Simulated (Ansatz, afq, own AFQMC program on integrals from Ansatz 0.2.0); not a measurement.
CHSi, quartet → CHSi⁺, triplet

```xyz
3

Si    0.0000   -0.0832    0.5272
C     0.0000    0.0762   -1.3058
H     0.0000    1.4109    0.8685
```

Connectivity, by distances: SiH–C.

E(triplet, charge +1) − E(quartet, charge +0) at this geometry, on UHF and ROHF determinants.

Basis cc-pVDZ. Only valence electrons are correlated. Integrals, coupled cluster, full CI and functionals: Ansatz 0.2.0; the random walks run on the same integrals in our own AFQMC program. The CISD trial takes its coefficients from CCSD amplitudes. Released means that phaseless walkers are propagated on without the constraint, phases kept. ± is one standard error of the sampling. The errors of all members are added in quadrature.

No full CI on the walks' own integrals is used here; CCSDTQ serves as the reference and is uncertain by about the last step of the cluster series. Each member takes its own surest rung, up to full CI.

Errors are counted within cc-pVDZ, not against nature.

Cautions: CHSi (quartet): another spin lies lower, an unrestricted solution with more broken spin lies lower, raised T1 diagnostic (T1 0.048, weight of the determinant 0.84, largest double 0.09), the ph-AFQMC/CISD walk drifts between its halves (2.5 errors), released walk and highest rung disagree (by 12 meV at 2.40 1/Eh), its ph-AFQMC/CISD value lies 28 ± 3 meV above CCSDTQ; CHSi⁺ (triplet): lower spins were not checked, a spin-contaminated unrestricted determinant lies lower (UHF 727 meV lower, ⟨S²⟩ 2.77), strong correlation (T1 0.077, weight of the determinant 0.78, largest double 0.17), released walk and highest rung disagree (by 13 meV at 2.40 1/Eh), its ph-AFQMC/CISD value lies 68 ± 4 meV above CCSDTQ; this needn't be the first ionization.

Reference (CCSDTQ): 802.8 kJ/mol.

```
         level  vertical ionization energy (kJ/mol)  error against CCSDTQ (kJ/mol)
            HF                                847.7                           44.9
           MP2                                832.1                           29.3
          CCSD                                817.5                           14.7
       CCSD(T)                                805.3                            2.5
         CCSDT                                804.0                            1.2
      CCSDT(Q)                                802.8                            0.0
 ph-AFQMC/CISD                          806.7 ± 0.5                      3.9 ± 0.5
released AFQMC                          802.9 ± 0.6                      0.1 ± 0.6
```

Correlation beyond CCSD(T) takes off 2.5 kJ/mol. The perturbative (T) step is worth −12.2 kJ/mol. Where the cautions show a poor determinant, the low rows tell how each method copes with it, not its usual error.

CCSDT and higher add their correlation energy to the determinant of the CCSD(T) run, since their own runs factorise the integrals more tightly (a shift of under 2 meV). A walk keeps the symmetry of its determinant, which the program's search chose and which needn't be the lowest solution, so a lower state of the same spin and another symmetry isn't excluded. Released energies are given only where the last usable release times agree within the noise; a slower fall can still hide under it.
